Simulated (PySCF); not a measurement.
Species: C3H4F2O.
Numbering: `[F:1][CH2:2][C@@H:3]1[O:4][C@@H:5]1[F:6]`

Definitions: NICS(0) = −σiso at the ring centroid; NICS(1) = −σiso and NICS(1)zz = −σzz at ±1 Å along the ring normal z. Level: GIAO PBE0/pcSseg-1 (PySCF, non-relativistic, gas phase) on the GFN2-xTB geometry, one conformer.

Ring bond lengths (Å), with Mayer bond orders in brackets: C3–O4 1.408 (0.88), O4–C5 1.368 (1.01), C5–C3 1.465 (0.96).

Problem. What do the NICS probes read (ppm)?

Solution. 
| ring | type | NICS(0) | NICS(1), two faces | NICS(1)zz, two faces | rms pucker (Å) | centre to ring atoms, mean (Å) |
| --- | --- | --- | --- | --- | --- | --- |
| C3–O4–C5 | 3-membered ring with O; formal bonds all single | -43.0 | -6.9 / -5.9 | -22.2 / -13.8 | 0.00 | 0.82 |

Problem. What can be read from them?

Solution. 
- C3–O4–C5: mean NICS(1)zz -18.0 ppm, shielded. C3, C5 have four or more neighbours; no verdict on aromaticity is drawn. The two faces differ by 8.4 ppm, so no symmetry operation interchanges them. NICS(0) lies 37 ppm below the mean NICS(1).

Problem. What field does 9.4 T along the ring normal induce along that normal at the first NICS(1) probe listed for ring C3–O4–C5, 1 Å off the ring?

Solution. NICSzz × B0 = -22.2 ppm × 9.4 T = -209 μT, against the applied field.

Conformer computed: `[F:1][CH2:2][C@@H:3]1[O:4][C@@H:5]1[F:6]`: F1–C2–C3–O4 178°.
